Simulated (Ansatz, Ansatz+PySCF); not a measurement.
```xyz
3

C     0.0000    0.0000   -0.1144
H     0.0000    1.0843    0.3432
H     0.0000   -1.0843    0.3432
```

UHF on triplet CH₂ was run in several spherical basis sets with Ansatz (development build ahead of 0.2.0).

**Question.** Rank the basis sets by the total energy that they give, lowest first, with the distance from the lowest.
A. def2-TZVP
B. 6-31G(d)
C. cc-pVTZ
D. cc-pVDZ
E. def2-SVP

**Answer.** A (0.00 eV), C (0.01 eV), D (0.25 eV), B (0.48 eV), E (1.14 eV).

Totals follow the description of the cores as much as that of the bonds, so this order isn't one of quality for chemistry.
